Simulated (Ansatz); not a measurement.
# PH₂, doublet: the ladder up to UCCSDT(Q)

Geometry: MP2(full)/6-31G*, from the G2/97 set.

```yaml
atoms:
  - { symbol: P, position_ang: [0.0000, 0.0000, 0.0599] }
  - { symbol: H, position_ang: [0.0000, 1.0256, -0.9209] }
  - { symbol: H, position_ang: [0.0000, -1.0256, -0.9209] }
```

Basis cc-pV(T+d)Z; Ansatz 0.2.0. Only valence electrons are correlated (noble-gas cores frozen), which leaves 7 electrons in 62 orbitals. Prefix R: restricted or restricted open-shell reference; prefix U: unrestricted. Active spaces: valence = (7e, 6o) chosen from the atoms' valence shells.

Full CI isn't at hand for all of this; UCCSDT(Q) serves as the reference, and is uncertain by about the last step of the cluster series. The frozen core follows each run's orbitals, which can shift R against U totals by a few meV.

For open shells CISD is restricted-active-space CI with the open shells as a complete middle space.

* UHF ⟨S²⟩: 0.769
* T1 diagnostic (RCCSD): 0.0192
* largest doubles amplitude (RCCSD): 0.058
* T1 diagnostic (UCCSD): 0.0152

| level | E − E(RHF) (eV) |
| --- | --- |
| UHF | -0.1506 |
| RMP2 | -3.9081 |
| UMP2 | -3.8815 |
| RCCSD | -4.6113 |
| UCCSD | -4.6165 |
| RCCSD(T) | -4.7676 |
| UCCSD(T) | -4.7677 |

Task: Estimate how far UCCSDT(Q) in cc-pV(T+d)Z lies from RCCSD(T). The table doesn't fix it; the size of (T) and the diagnostics are the guide.

Result: UCCSDT(Q) in cc-pV(T+d)Z lies 30 meV below RCCSD(T), which is 19 % of the (T) step (-156 meV). The diagnostics are small and one determinant leads, so the series closes fast and only a small part of (T) is left.

The other levels:

| level | E − E(UCCSDT(Q)) (meV) | share of correlation (%) | wall time |
| --- | --- | --- | --- |
| CISD | 390 | 91.87 | 2.1 s |
| BCCD(T) | 30 | 99.37 | 2.4 s |
| RCCSDT | 6 | 99.87 | – |
| UCCSDT | 5 | 99.89 | – |
| RCCSDT(Q) | 1 | 99.98 | 5.5 s (H100) |
| CASSCF (valence space) | 3852 | 19.72 | – |
| NEVPT2 (valence space) | 932 | 80.58 | 1.2 s |
| MRCISD (valence space) | 260 | 94.58 | – |
| MRCISD+Q (valence space) | 19 | 99.60 | 7.5 s (H100) |

The correlation energy at UCCSDT(Q), counted from RHF, is -4.798 eV. That run took 9 s on 2 threads of AMD EPYC 7R13 with a shared H100 80 GB, shared host.

Times hold each run's SCF and search for its determinant on a shared host, so for small cases they say little of a method's own cost; rows without a card ran on 1 thread of AMD EPYC 7R13.

Natural occupations of CASSCF (valence space) about the gap: 1.993 1.978 1.972 1.000 0.032 0.025; effectively unpaired electrons, Σ n²(2−n)², 1.01.

Atomization energy (electronic, same basis, no zero-point term; atoms at the same level, unrestricted beside the R rows where the molecule is a closed shell, with restricted open-shell steps beyond CCSDT(Q)) at UCCSDT(Q): 623.7 kJ/mol. Errors of other levels:

```
                   level  error (kJ/mol)
                     RHF          -183.3
                     UHF          -169.6
                    RMP2           -25.9
                    UMP2           -28.7
                    CISD           -26.7
                   RCCSD            -5.3
                   UCCSD            -5.0
                RCCSD(T)            -0.3
                UCCSD(T)            -0.5
                 BCCD(T)            -0.4
                  RCCSDT            -0.1
                  UCCSDT            -0.2
               RCCSDT(Q)             0.1
  CASSCF (valence space)           -92.0
  NEVPT2 (valence space)           -29.0
  MRCISD (valence space)            -7.8
MRCISD+Q (valence space)            -1.7
```

This basis is far from its limit, so the value isn't to be set against a measured one. Truncated CI isn't size-consistent, which counts against it in atomization.
